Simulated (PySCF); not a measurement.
H2N (charge -1), SMILES [NH2-], point group C2v.

Force field and properties: B3LYP/pcJ-1 (PySCF, grid level 2). Vibrational terms come from second-order perturbation theory with semi-diagonal cubic constants, by steps of ±0.6 along the normal coordinates of each isotopologue. The parent has the commonest isotopes.

Equilibrium geometry (Å):

```json
{"atom": "N1", "x": "0.0225", "y": "0.4481", "z": "-0.0096"}
{"atom": "H2", "x": "-0.7795", "y": "-0.2162", "z": "-0.0437"}
{"atom": "H3", "x": "0.8030", "y": "-0.2421", "z": "0.0031"}
```

An isotope shift is δ(isotopologue) − δ(parent), that is, the negative of the change in the averaged GIAO shielding; n counts bonds from the nearest label (0: the labelled atom itself). These are computed values; those of heavy atoms are rounded to 5 ppb, about the numerical noise.

(1) What isotope shifts arise with ¹⁵N at 1?

(2) What isotope shifts arise with ²H at 2?

(3) What isotope shifts arise with ²H at 2, ²H at 3?

## Answers

(1) 
| nucleus | n | 0 K (ppb) | 350 K (ppb) |
| --- | --- | --- | --- |
| N1 | 0 | -70 | -70 |
| H2 | 1 | -1 | -2 |
| H3 | 1 | -1 | -2 |

(2) 
```
nucleus  n  0 K (ppb)  350 K (ppb)
     H2  0          5            4
     N1  1      -4070        -4070
     H3  2       -180         -177
```

(3) 
```
nucleus  n  0 K (ppb)  350 K (ppb)
     H2  0       -186         -184
     H3  0       -186         -184
     N1  1      -8430        -8440
```
